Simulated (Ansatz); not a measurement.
Equilibrium lattice constant a (Å) of solids drawn from the class of elemental solids other than molecular ones, at two levels: PBE (PAW; Ansatz, a quantum-chemistry and plane-wave program), and Hartree–Fock in Ansatz (plane waves, PAW).

```json
[
 {"solid": "diamond", "PBE": "3.572", "Hartree–Fock": "3.551", "shift (%)": "-0.59"},
 {"solid": "grey tin (α-Sn)", "PBE": "6.655", "Hartree–Fock": "6.605", "shift (%)": "-0.75"},
 {"solid": "bcc Na", "PBE": "4.197", "Hartree–Fock": "4.510", "shift (%)": "+7.46"},
 {"solid": "diamond-structure Ge", "PBE": "5.761", "Hartree–Fock": "5.735", "shift (%)": "-0.45"},
 {"solid": "bcc Li", "PBE": "3.435", "Hartree–Fock": "3.687", "shift (%)": "+7.34"},
 {"solid": "fcc Cu", "PBE": "3.629", "Hartree–Fock": "3.979", "shift (%)": "+9.64"},
 {"solid": "bcc Fe", "PBE": "2.831", "Hartree–Fock": "3.224", "shift (%)": "+13.9"},
 {"solid": "bcc Rb", "PBE": "5.670", "Hartree–Fock": "6.280", "shift (%)": "+10.8"},
 {"solid": "bcc Ta", "PBE": "3.319", "Hartree–Fock": "3.395", "shift (%)": "+2.29"},
 {"solid": "diamond-structure Si", "PBE": "5.470", "Hartree–Fock": "5.506", "shift (%)": "+0.66"}
]
```

The shifts run from -0.75 % to +13.9 %, with a median of +4.81 %.

Of 10 rows, Hartree–Fock is the larger in 7 and the smaller in 3.

Ansatz's runs of these crystals have no spin polarisation, but for bcc Fe. Meta-GGAs and exact exchange favour moments, which can bear on bcc Fe.

Density-functional runs with spin start from parallel moments for bcc Fe.

Spin–orbit coupling is left out, also for the solids with elements from indium on (grey tin (α-Sn), bcc Ta); its size isn't shown.

Exact exchange on metals is sensitive to the k mesh.

Caveats: the cell is over a tenth larger than the published one: the level's own overestimate first of all, though another phase or state, or a fault of the published cell, is possible (Hartree–Fock: bcc Na, bcc Li, fcc Cu, bcc Fe, bcc Rb); the gap of the solid is closed in this run (PBE: diamond-structure Ge). Ansatz's density-functional and Hartree–Fock values are scalar-relativistic unless marked +SOC, with PAW data made under PBE.
